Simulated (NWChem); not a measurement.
System: CHO cation

The following NWChem deck was run.

```
start job
memory heap 200 mb stack 900 mb global 1100 mb
charge 1
geometry units angstroms noautosym nocenter noautoz
  C      0.000000     0.000000    -0.508590
  O      0.000000     0.000000     0.595818
  H      0.000000     0.000000    -1.619825
end
basis spherical
  C library def2-svp
  O library def2-svp
  H library def2-svp
end
dft
  xc b3lyp
  iterations 150
end
property
  response 1 0.0773
end
task dft property
```

Geometry: optimised at PBE0/def2-SVP.

Field at 589 nm.

### Question
Give the results of this calculation. (B3LYP/def2-SVP.) Quantities: isotropic polarisability (bohr³); anisotropy (bohr³).

### Answer
| Property | Result |
|---|---|
| isotropic polarisability (bohr³) | 8.2 |
| anisotropy (bohr³) | 7.6 |
